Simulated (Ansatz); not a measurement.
Task: a ranking of conformers of C5H10O, SMILES OCC1CCC1, with Ansatz's Python interface. Give the script and its output. Level of theory (for the species named): MP2, def2-SVP basis, multiplicity 1.

`conformers_c5h10o.py`
```python
'''Conformer energies of C5H10O.'''

from dataclasses import dataclass

import ansatz as az
from rdkit import Chem
from rdkit.Chem import AllChem


@dataclass(frozen=True)
class Settings:
    basis_set: str = 'def2-SVP'
    level: str = 'mp2'


settings = Settings()


def main() -> None:
    rd = Chem.AddHs(Chem.MolFromSmiles('OCC1CCC1'))
    ids = list(AllChem.EmbedMultipleConfs(rd, numConfs=20, randomSeed=39, pruneRmsThresh=0.4))
    field = [energy for _, energy in AllChem.MMFFOptimizeMoleculeConfs(rd)]
    distinct = {round(e, 2): i for i, e in zip(ids, field)}
    chosen = sorted(distinct.items())[:3]
    found = []
    for force_field, index in chosen:
        mol = az.Crystal.molecule()
        for atom, xyz in zip(rd.GetAtoms(), rd.GetConformer(index).GetPositions()):
            mol = mol.atom(atom.GetSymbol(), xyz.round(5).tolist())
        calculation = (
            mol.calculation()
            .basis(gaussian=settings.basis_set)  # the orbital basis, by name
            .correlation(settings.level, electrons='valence')
        )
        found.append(calculation.run(threads=1).report['free_energy_ev'])
    print('conformer   MMFF (kcal/mol)   this level (kJ/mol)')
    for (force_field, index), e in zip(chosen, found):
        print(f'{index:9d} {force_field - chosen[0][0]:17.2f} {96.485332 * (e - min(found)):17.3f}')


if __name__ == '__main__':
    main()
```

```console
$ python conformers_c5h10o.py
conformer   MMFF (kcal/mol)   this level (kJ/mol)
        2              0.00             6.002
        0              0.84             6.560
        1              1.28             0.000
```

Notes:
- The settings weren't tested for convergence.
- The conformers keep their force-field geometries.
- Run time: 9.5 s on 1 thread of Arm Neoverse V2 (shared host), peak memory 0.4 GiB.

(Lines on the test bed's own set-up are left out of the output.)
